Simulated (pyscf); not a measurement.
Optimised with ωB97X-D3(BJ)/def2-SVP in PySCF.

### Question
For the elementary gas-phase step F–GaH–Cl + H₂ -> Cl–GaH₂ + HF (singlet surface; F–Ga, H–H broken, Ga–H, F–H formed), what barrier and reaction energy does ωB97M-D3(BJ)/def2-TZVP give, measured from the separated reactants?

### Answer
ΔE‡ = 24.3 kcal/mol, ΔE = +17.2 kcal/mol. Zero-point energy shifts the barrier by +2.7 kcal/mol. It is a four-centre exchange, with an imaginary mode of 1115i cm⁻¹. On the product side the descent ends in an adduct with a F–Ga contact, 11.1 kcal/mol under the separated species and 17.1 kcal/mol under the saddle at ωB97X-D3(BJ)/def2-TZVP. What is counted as broken (F–Ga) persists as a longer contact in the product adduct; parting that adduct is a step of its own. At the saddle there is also a short Ga–H contact that neither side keeps. This is the saddle that the search found; another between the same sides may lie lower. Elements up to Kr have no core potential and no relativistic terms here.
